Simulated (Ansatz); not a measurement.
Born–Oppenheimer molecular dynamics of CH$_{6}$OSi (9 atoms, charge 0, multiplicity 1). It starts at the highest image of a converged band, a first-order saddle point between two minima.

Theory: RKS PBE/cc-pVDZ (Ansatz).

- ensemble: NVE (velocity Verlet)
- time step: 0.5 fs
- steps asked: 200
- starting velocities drawn for: 300 K
- seed: 9012

First frame:

```xyz
9
Properties=species:S:1:pos:R:3
Si 0.234 -0.104 -0.473
H 0.364 0.070 1.237
H 1.399 0.047 0.519
H -0.848 0.887 -0.092
O -0.345 -1.705 -0.564
C -1.394 -2.182 0.279
H -1.052 -2.271 1.335
H -2.285 -1.513 0.260
H -1.699 -3.184 -0.086
```

(1) How far do the bonds stretch over the last three quarters of this one trajectory? (Pairs bonded in most of those frames.)

Answers

(1) 
```csv
bond,mean (Å),spread (Å),shortest,longest
Si1–H2,1.588,0.120,1.35,1.81
Si1–H3,1.577,0.089,1.42,1.72
Si1–H4,1.534,0.051,1.44,1.65
Si1–O5,1.713,0.061,1.60,1.82
O5–C6,1.425,0.042,1.37,1.51
C6–H7,1.117,0.017,1.09,1.14
C6–H8,1.116,0.009,1.10,1.13
C6–H9,1.110,0.012,1.09,1.13
```

Mean temperature of the second half: 1343 K. The conserved energy stayed within 0.35 meV per atom of its start (net change -0.26 meV per atom), so the integration is sound. The kinetic energy rose, since the run started high on the potential surface and went downhill. A run of 0.1 ps of so small a system gives no equilibrium averages. The orbitals stay closed-shell, which can raise the energy where a bond breaks towards radicals; this wasn't checked here.

The run took 4.9 min on 1 thread of AMD EPYC 7R43 64-Core Processor (Zen 3), with other jobs on the host, peak memory 0.13 GiB.
